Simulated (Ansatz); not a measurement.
The inner images of a band of BClH4S (7 atoms, charge 0, multiplicity 1) are given out of order.

Level of theory: Ansatz, RKS B3LYP/def2-SVP.

First end point:

```xyz
7
Properties=species:S:1:pos:R:3
B 0.028 -0.067 0.103
Cl -0.607 0.580 1.691
H 1.204 0.124 -0.101
H -0.730 0.023 -0.833
S 0.078 -2.185 0.264
H -1.158 -2.410 0.774
H 0.668 -2.314 1.477
```

Last end point:

```xyz
7
Properties=species:S:1:pos:R:3
B 0.144 -0.581 -0.540
Cl -0.139 0.171 3.041
H 1.203 -0.018 -0.581
H -0.888 -0.063 -0.863
S 0.200 -2.276 0.019
H -1.119 -2.579 -0.054
H 0.081 -0.903 2.351
```

**Question.** Put them in order from the first end to the last, with their energies above the first end.
A.
```xyz
7
Properties=species:S:1:pos:R:3
B 0.151 -0.567 -0.399
Cl -0.175 0.209 2.670
H 1.205 0.004 -0.454
H -0.895 -0.035 -0.641
S 0.235 -2.309 0.022
H -1.090 -2.594 0.028
H 0.051 -0.958 2.148
```
B.
```xyz
7
Properties=species:S:1:pos:R:3
B 0.085 -0.157 0.075
Cl -0.241 0.419 1.839
H 1.192 0.107 -0.314
H -0.862 -0.041 -0.658
S 0.253 -2.250 0.422
H -1.055 -2.588 0.320
H 0.110 -1.739 1.690
```
C.
```xyz
7
Properties=species:S:1:pos:R:3
B 0.119 -0.360 -0.046
Cl -0.218 0.185 2.001
H 1.202 0.093 -0.292
H -0.869 -0.033 -0.640
S 0.263 -2.266 0.342
H -1.052 -2.583 0.270
H 0.036 -1.285 1.739
```
D.
```xyz
7
Properties=species:S:1:pos:R:3
B 0.049 -0.067 0.096
Cl -0.394 0.578 1.752
H 1.185 0.145 -0.250
H -0.827 -0.014 -0.732
S 0.195 -2.209 0.343
H -1.113 -2.532 0.481
H 0.386 -2.151 1.683
```
E.
```xyz
7
Properties=species:S:1:pos:R:3
B 0.147 -0.507 -0.251
Cl -0.204 0.174 2.292
H 1.202 0.058 -0.329
H -0.887 -0.022 -0.608
S 0.258 -2.292 0.142
H -1.065 -2.582 0.185
H 0.031 -1.079 1.942
```

**Answer.** D (+0.9 kcal/mol), B (+5.9 kcal/mol), C (+18.9 kcal/mol), E (+10.2 kcal/mol), A (+5.3 kcal/mol).

The run took 5 min on 1 thread of Arm Neoverse N1 (shared host), peak memory 0.13 GiB.
